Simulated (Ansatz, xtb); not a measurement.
**Relaxing a trial structure of BH4SSi+**

The starting geometry of this gas-phase singlet was built from a drawn formula by distance geometry and a force field; its bonds are those of `B1[SiH2][SH+]1`.

```yaml
atoms:
  - { symbol: B, position_ang: [-1.8479, -0.6487, -0.4190] }
  - { symbol: S, position_ang: [-1.7041, -2.1008, 0.8704] }
  - { symbol: Si, position_ang: [-0.8688, -0.3851, 1.3595] }
  - { symbol: H, position_ang: [-2.3778, -0.1722, -1.3028] }
  - { symbol: H, position_ang: [-1.6417, 0.3798, 2.3639] }
  - { symbol: H, position_ang: [0.5951, -0.3706, 1.2727] }
  - { symbol: H, position_ang: [-0.7008, -2.9673, 0.4373] }
```

Problem. Predict what becomes of its bonds when it is optimised with r2SCAN-D4/def2-SVP.

Solution. A bond breaks, leaving `[SiH2+]BS`. Distances that change by over a tenth: B1–S2 (1.95 → 1.74 Å). Contacts that open: S2–Si3 (1.97 → 3.33 Å).

The energy falls by 1.55 eV over 35 steps:

```tsv
step	E − E(last) (eV)
1	1.545
5	0.164
9	0.128
12	0.123
16	0.103
20	0.025
24	0.022
27	0.019
31	0.001
35	0.000
```

Final geometry (Å):

```yaml
atoms:
  - { symbol: B, position_ang: [-1.4656, -1.1958, 0.2516] }
  - { symbol: S, position_ang: [-1.4978, -2.9265, 0.4603] }
  - { symbol: Si, position_ang: [-0.6869, 0.1431, 1.4744] }
  - { symbol: H, position_ang: [-1.9366, -0.6139, -0.7033] }
  - { symbol: H, position_ang: [-1.4922, 0.8742, 2.4860] }
  - { symbol: H, position_ang: [0.6831, 0.6909, 1.3022] }
  - { symbol: H, position_ang: [-2.1499, -3.2370, -0.6891] }
```

From the same start GFN2-xTB reaches the same bonding as this run.

No frequencies were run, so the end isn't proven a minimum. Run with Ansatz 0.2.0, 3.3 min on 1 thread of Intel(R) Xeon(R) Processor @ 2.50GHz (Skylake/Cascade Lake) (shared host).
